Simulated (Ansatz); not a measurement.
**N2, singlet: reading a ladder of total energies**

Geometry: a PBE0/def2-TZVP stationary point for this spin.

```xyz
2

N     0.0000    0.0000    0.0000
N     0.0000    0.0000    1.0895
```

Basis 6-31G; Ansatz 0.2.0. Only valence electrons are correlated (noble-gas cores frozen), which leaves 10 electrons in 16 orbitals. R marks a restricted (for open shells ROHF) determinant.

Full CI is exact within this basis and frozen core; it isn't the basis-set limit.

Runs differ by some tens of microhartree through their thresholds, so steps under 0.03 kcal/mol mean nothing.

```csv
level,total energy (hartree)
RHF,-108.868001
RMP2,-109.101830
RCCSD,-109.091952
RCCSD(T),-109.099306
RCCSDT,-109.099266
RCCSDT(Q),-109.101161
RCCSDTQ,-109.100897
full CI,-109.101092
```

Task: What is the correlation energy at full CI, and what share of it do RMP2 and RCCSDTQ recover?

Result: E(corr) = -109.101092 − (-108.868001) = -0.233091 hartree = -6.343 eV. RMP2: -0.233829 / -0.233091 = 100.32 %. RCCSDTQ: -0.232896 / -0.233091 = 99.92 %.

Task: By how many kcal/mol does RCCSD(T) miss full CI (1 hartree = 627.509 kcal/mol), and which steps make up the rest?

Result: -109.099306 − (-109.101092) = 0.001786 hartree = 1.12 kcal/mol. Steps: RCCSDT − RCCSD(T) = 0.03, RCCSDT(Q) − RCCSDT = -1.19, RCCSDTQ − RCCSDT(Q) = 0.17, full CI − RCCSDTQ = -0.12 kcal/mol. Differences between like states or geometries often cancel part of this.
